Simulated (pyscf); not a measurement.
Thermochemistry of product channels of O=Mo(=O)(F)–F + H₂O on the singlet surface, in kcal/mol, from ωB97M-D3(BJ)/def2-TZVP energies (ideal gas, 1 atm, RRHO with modes under 100 cm⁻¹ raised to 100, one conformer, R ln 2 for chiral ones without a mode under 150 cm⁻¹). Optimised with ωB97X-D3(BJ)/def2-SVP in PySCF.

```json
[
 {"products": "O=Mo(=O)(OH)–F + HF", "ΔE": "+5.0", "ΔH(298 K)": "+4.3", "ΔG(298 K)": "+4.0", "ΔG(600 K)": "+3.5"},
 {"products": "O=Mo(OH)(OH)(F)–F", "ΔE": "-4.6", "ΔH(298 K)": "-4.0", "ΔG(298 K)": "+5.8", "ΔG(600 K)": "?"}
]
```

### Question
What belongs in the gaps?

### Answer

- O=Mo(OH)(OH)(F)–F, ΔG(600 K): +15.5

These are energies of the channels, which say nothing of barriers. Elements past Kr carry the def2 core potentials, without spin-orbit coupling.
